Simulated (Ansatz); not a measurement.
Diamond-structure Ge was calculated with G0W0@r²SCAN in Ansatz (hard PAW, contour deformation, complete-basis limit).

Run with largest k mesh 8×8×8 (not extrapolated in the mesh).

The cell has the measured lattice: a = b = c = 5.658 Å, α = β = γ = 90.00°.

Q: What does this level give for the band gap?

A: 
band gap: 0.78 eV (direct)

Measured, for comparison: band gap 0.79 eV (measured zero-point renormalisation of 52 meV added back here; inputs from Miglio et al. (2020), arXiv:2011.12765).

Note: filled d or f shells below the valence bands can shift G0W0 gaps through exchange with them, which wasn't tested here; cell and atoms aren't relaxed at this level; the gap holds a correction of -0.01 eV to the complete basis.

Spin–orbit coupling is not included.

Computed values are for the static lattice.

The result took very roughly 2.7 core-hours.

Ansatz is an electronic-structure program.
